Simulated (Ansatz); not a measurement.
# B2+ (quartet): the correlation ladder, cc-pVTZ

The task here is to estimate one member of a computed series from the others.

Computed with Ansatz 0.2.0, Gaussian basis. Level: cc-pVTZ, core rule «outside noble gas», up to 2 orbitals frozen.

The runs, in order: UHF; CCSD(T) on ROHF; CCSD(T) on UHF; BCCD(T) on ROHF; CISD; CCSDT(Q) on ROHF; CCSDT(Q) on UHF; CASSCF and MRCISD+Q, 5 electrons in 8 orbitals; CASSCF and NEVPT2, 5 electrons in 8 orbitals.

17 further runs of the same task are left out: 1 for a known fault of the program, 5 that didn't finish, 11 set aside as unsound or not needed.

## The system

The geometry is a PBE0/def2-TZVP stationary point (not a proven minimum) of the parent state, kept for this charge and spin.

2 atoms, charge 1, spin multiplicity 4.

Atoms are counted from 1 here; the program's logs count them from 0.

Bond lengths: B1–B2 1.562 Å.

The first run:

in.yaml reads:

```yaml
crystal:
  periodic: [false, false, false]
  atoms:
    - {symbol: B, position_ang: [0.000000, 0.000000, 0.000000]}
    - {symbol: B, position_ang: [0.000000, 0.000000, 1.561787]}
basis:
  gaussian: {orbitals: cc-pVTZ}
total_charge: 1
magnetization: {spin_polarized: true, initial_magnetization: 3}
hamiltonian: {xc: hf}
output: {orbitals: {seedname: orbitals}}
```

The run is started by

```console
ansatz run in.yaml --threads 1 --pin off --events-out ev --progress --plain --max-ram 2393MiB
```

Among the steps run: UHF; CCSD(T) on ROHF; CCSD(T) on UHF; BCCD(T) on ROHF; CISD; CCSDT(Q) on ROHF; CCSDT(Q) on UHF; CASSCF and MRCISD+Q, 5 electrons in 8 orbitals; CASSCF and NEVPT2, 5 electrons in 8 orbitals.

One table of the session follows, with a row left open; its other results are not shown here.

```
          method  from UCCSDT(Q) (meV)
            ROHF               +2424.1
             UHF               +2379.9
            RMP2                +616.9
            UMP2                     ?
            CISD                +105.1
           RCCSD                +102.3
           UCCSD                +100.2
        RCCSD(T)                 +24.6
        UCCSD(T)                 +23.8
         BCCD(T)                 +24.4
          RCCSDT                  +2.8
          UCCSDT                  +2.1
       RCCSDT(Q)                  +0.7
       UCCSDT(Q)                     0
  CASSCF valence               +1222.0
  NEVPT2 valence                +305.7
  MRCISD valence                 +43.1
MRCISD+Q valence                 +15.4
```

Q: Estimate the row for UMP2 from the others.

**Answer.** from UCCSDT(Q) (meV): +614.9. In the column «from UCCSDT(Q) (meV)» it lies between NEVPT2 valence (+305.7) and RMP2 (+616.9).

To keep in mind: Restricted and unrestricted rows rest on different reference determinants; where their highest levels disagree by more than a few hundredths of an eV, they describe different states and don't form one ladder.
